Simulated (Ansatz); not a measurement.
We consider Cu3AsS4 (Pmn2₁, No. 31), described by rVV10 (PAW; Ansatz, a program for electronic structure).

Run with plane-wave cutoff 520 eV, 6×6×6 k mesh, Fermi–Dirac smearing 0.01 eV, no spin polarisation, scalar-relativistic PAW data made under PBE.

A third-order Birch–Murnaghan fit to the energies gives V0 = 19.007 Å³/atom, B0 = 70.8 GPa, B′ = 4.8.

```
V (Å³/atom)  P (GPa)
-----------  -------
18.245             ?
18.625          1.51
19.005          0.01
19.385         -1.33
19.765             ?
```

**Question.** Estimate the withheld pressures from this fit; the answers are the runs' own values.

**Answer.** 
- 18.245, P (GPa): 3.20
- 19.765, P (GPa): -2.52

The formula P = (3/2) B0 (x^(7/3) − x^(5/3)) [1 + (3/4)(B′ − 4)(x^(2/3) − 1)] with x = V0/V meets the computed pressures within 0.01 GPa when these rounded values are put in.

Shape and atoms are relaxed at each volume.

Note: the gap of the solid is closed in this run; this level leaves the solid without a gap, although one is measured; the bulk modulus comes from volumes at which shape and atoms were relaxed.

The computed numbers hold no vibrational or temperature effects.
